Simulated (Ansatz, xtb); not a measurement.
Species: CH₃O, charge 1, multiplicity 1. It need not be the lowest isomer of its formula. SMILES: C=[OH+]
Structure (B3LYP-D3(BJ)/def2-TZVP (Ansatz, a program for electronic structure) minimum search):
```
C
O 1 1.2444
H 2 0.9845 1 116.45
H 1 1.0896 2 115.87 3 -180.00
H 1 1.0917 4 122.30 2 180.00
```
Charge +1, spin multiplicity 1.

Harmonic wavenumbers from GFN2-xTB (xtb, at its own minimum), cm⁻¹: 1011, 1012, 1084, 1200, 1348, 1664, 2904, 2927, 3088.

### Question
Give the harmonic wavenumbers at B3LYP-D3(BJ)/def2-TZVP (Ansatz, finite differences of forces, unscaled).

### Answer
1020, 1111, 1246, 1375, 1480, 1666, 3078, 3219, 3556 cm⁻¹. Zero-point energy 25.4 kcal/mol.

### Question
From these and the geometry, give the ideal-gas thermochemistry at 298.15 K and 1 atm (rigid rotor, harmonic oscillator).

### Answer
Point group Cs, rotational symmetry number 1. Rotational constants 199.5, 34.49, 29.4 GHz. S(trans) 36.23, S(rot) 18.01, S(vib) 0.22, S(elec, spin only) 0.00, S 54.5 cal/(mol K). H(298) - H(0) 2.43 kcal/mol; G - E(el) 11.6 kcal/mol.
